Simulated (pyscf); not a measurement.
Single points on ωB97X-D3(BJ)/def2-SVP structures (PySCF, gas phase). Correlated levels are frozen-core, on RHF or UHF. ΔMP2 is the change of the MP2 total energy from the triple- to the quadruple-zeta basis.

Estimate by transition-state theory the rate constant of CH₄ + F–Cu → H₃C–Cu + HF (singlet surface; C–H, Cu–F broken, C–Cu, F–H formed) at 900 K, with CCSD(T)/def2-TZVPP + ΔMP2(QZVPP) energies (ideal gas, 1 atm, RRHO with modes under 100 cm⁻¹ raised to 100, one conformer, R ln 2 for rigid chiral ones; no tunnelling).

The electronic barrier is 22.5 kcal/mol and the thermal terms add +20.3, so ΔG‡ = 42.8 kcal/mol. With k_BT/h = 1.88e+13 s⁻¹ and RT = 1.788 kcal/mol, and a volume of 1.23e-19 cm³ per molecule at 1 atm, k = 9.3e-17 cm³ molecule⁻¹ s⁻¹. Wigner's tunnelling factor for 1084i cm⁻¹ would be 1.13. A shift of 1 kcal/mol in the barrier changes k by a factor 1.7. On the reactant side the descent ends in an adduct with a C–Cu contact, 19.7 kcal/mol under the separated species and 42.8 kcal/mol under the saddle at ωB97X-D3(BJ)/def2-TZVP. On the product side the descent ends in a complex (not fully relaxed), 4.9 kcal/mol under the separated species and 12.6 kcal/mol under the saddle at ωB97X-D3(BJ)/def2-TZVP. What is counted as formed (C–Cu) is already present as a longer contact in the reactant adduct; forming that adduct is a step of its own. The products may also form a dative adduct at H₃C–Cu; it and routes through it were not searched. One saddle was located; it need not be the lowest between these sides. The CCSD(T) − MP2 part came from Ansatz, without density fitting, on the same reference. The frozen core leaves the outer d or s,p core shells of the metals and heavy elements correlated in the MP2 and CC values, and def2-TZVPP describes them poorly, which can shift differences by a few kcal/mol.
